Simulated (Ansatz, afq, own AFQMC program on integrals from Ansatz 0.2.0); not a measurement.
AFQMC on a folder of integrals that Ansatz 0.2.0 wrote.

```yaml
crystal:
  periodic: [false, false, false]
  atoms:
    - {symbol: N, position_ang: [-0.767330, 0.007230, 0.007201]}
    - {symbol: C, position_ang: [0.635942, -0.005992, -0.005968]}
    - {symbol: H, position_ang: [1.018747, -1.037854, -0.004565]}
    - {symbol: H, position_ang: [1.041604, 0.508718, 0.878222]}
    - {symbol: H, position_ang: [1.024810, 0.500066, -0.902610]}
basis:
  gaussian: {orbitals: cc-pVDZ}
magnetization: {spin_polarized: true, initial_magnetization: 2}
correlation: {method: ccsd_t, electrons: outside_noble_gas, hamiltonian_folder: ham}
```

```sh
$ ansatz run in.yaml --threads 1 --pin off --events-out ev --progress --plain --max-ram 1382MiB
```

afq runs on the folder ham with

```
--method phaseless --trial cisd --walkers 60 --populations 1 --least-time 40 --time-step 0.005 --steps-per-block 50 --equilibration-blocks 28 --max-blocks 300 --target-error 0.00042 --factor-cut 1e-05 --start spin_pure --seed 1375 --release-times 0.24,0.5,1,1.5 --release-step 0.02 --release-every 4 --taylor-order 6
```

Times are imaginary, in 1/Eh. The walk had a cap of 1833 s.

Output of the walk:

```
orbitals 41  electrons 7 5  factors 327 of 396
reference energy -94.01113701 Eh
CCSD correlation -0.27806878 Eh in 11 cycles, weight of the determinant in the CISD state 0.9010
energy of the start -94.288625 Eh
 block  time / (1/Eh)  mean weight  energy / Eh
     1     0.250  0.9977  -94.285611
     2     0.500  0.9995  -94.287165
     3     0.750  0.9995  -94.289639
     4     1.000  0.9961  -94.295014
     5     1.250  0.9998  -94.296470
    10     2.500  1.0010  -94.296336
    37     9.250  1.0018  -94.294537
    67    16.750  0.9997  -94.293417
    91    22.750  0.9999  -94.301973
    97    24.250  1.0005  -94.293824
   127    31.750  1.0025  -94.291795
   157    39.250  0.9983  -94.299712
   163    40.750  0.9990  -94.290470
   187    46.750  0.9997  -94.296697
   217    54.250  1.0015  -94.300105
   247    61.750  1.0020  -94.293344
   265    66.250  0.9993  -94.295459
blocks merged  error / Eh  count
     1  0.000265  240
     2  0.000332  120
     4  0.000366  60
     8  0.000332  30
    16  0.000363  15
released: time / (1/Eh)  energy / Eh  error  mean overlap
  0.24  -94.296652  0.000406  1.0072
  0.50  -94.297196  0.000425  0.9858
  1.00  -94.296246  0.000368  1.0030
  1.50  -94.297335  0.000540  0.9867
energy -94.296511 +/- 0.000366 Eh
(rows thinned)
```

The run passed its tests (sampling time, drift between the halves within three errors, error under three times the target), which doesn't prove that it has relaxed.

Against this walk (error 9.9 meV) on the same determinant: CCSD(T) 27.1 meV higher. The error is statistical and leaves out the bias of the constraint. None of these is a sure reference here. Released to 1.50 1/Eh the energy moves by -22 ± 18 meV (both errors), within twice the noise.

Cautions: constraint bias not in the error.

The walk took 7.5 min on 1 thread of Intel(R) Xeon(R) Platinum 8488C (Sapphire Rapids) (shared host). The log's last line is the phaseless energy.

A walk keeps the symmetry of its determinant, which the program's search chose and which needn't be the lowest solution, so a lower state of the same spin and another symmetry isn't excluded.
